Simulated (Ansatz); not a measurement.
`CS`. The species carries charge 0 and has multiplicity 1. The structure was optimised at the PBE0-D4/def2-TZVP level.

```xyz
6

C    -0.216    0.371    0.238
S     1.183   -0.630   -0.311
H    -0.742    0.820   -0.604
H     0.204    1.170    0.850
H    -0.907   -0.208    0.850
H     0.478   -1.523   -1.022
```

Task: What is the dipole moment at B3LYP/def2-TZVPP? (Best estimate.)

Result: Computed: 1.52 D, with components (-1.49, 0.33, 0.06) D in this frame, pointing from negative to positive charge.

Task: And with PBE, r2SCAN, ωB97M-V? (Best estimate.)

Result: Computed: PBE 1.53 D, r2SCAN 1.60 D, ωB97M-V 1.51 D.

Task: Give the Mulliken charges with B3LYP, PBE, ωB97M-V in def2-TZVPP. (Best estimate.)

Result: The calculation gave: 
```
atom  B3LYP    PBE  ωB97M-V
  C1  -0.27  -0.27    -0.35
  S2  -0.17  -0.19    -0.16
  H3   0.12   0.12     0.14
  H4   0.12   0.12     0.13
  H5   0.12   0.12     0.14
  H6   0.09   0.10     0.10
```

B3LYP here is the variant with VWN-RPA as its local correlation; programs differ in this.
